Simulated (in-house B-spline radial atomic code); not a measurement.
Ar. Computed with a B-spline radial atomic code. Model: all-electron spherical atom, spin shells full or empty, radial basis limit, no spin-orbit coupling, Breit or QED, empty-state partial waves extrapolated as (l+1/2)^-4, RPA, G0W0 and static COHSEX of the highest shell as one setting changes (uncorrelated shells keep exact exchange).

Given: element Ar; charge 0; filled core Ne; hamiltonian non-relativistic; mean-field start LDA VWN5; highest l of empty states 9; highest mean-field shell 3p.

Shell: 3s 1 1, 3p 3 3 (electrons up and down).

| lowest nl shells left uncorrelated | RPA correlation energy (hartree) | G0W0 level (eV) | G0W0 minus most complete (meV) | COHSEX level (eV) | linearised minus solved G0W0 (meV) |
| --- | --- | --- | --- | --- | --- |
| 0 | -1.112 | -15.493 | 0 | -18.931 | -120.7 |
| 1 | ? | ? | ? | ? | ? |
| 2 | ? | ? | ? | ? | ? |
| 3 | -0.43076 | -15.384 | 109.1 | -18.711 | -114.5 |
| 4 | -0.29441 | -15.881 | -387.6 | -19.12 | -146.4 |

(1) What follows for lowest nl shells left uncorrelated = 1?

(2) What follows for lowest nl shells left uncorrelated = 2?

Answers

(1) RPA correlation energy -0.9807 hartree; G0W0 level -15.488 eV; G0W0 minus most complete 5.4 meV; COHSEX level -18.928 eV; linearised minus solved G0W0 -120.4 meV.

(2) RPA correlation energy -0.82846 hartree; G0W0 level -15.477 eV; G0W0 minus most complete 16.1 meV; COHSEX level -18.911 eV; linearised minus solved G0W0 -119.8 meV.
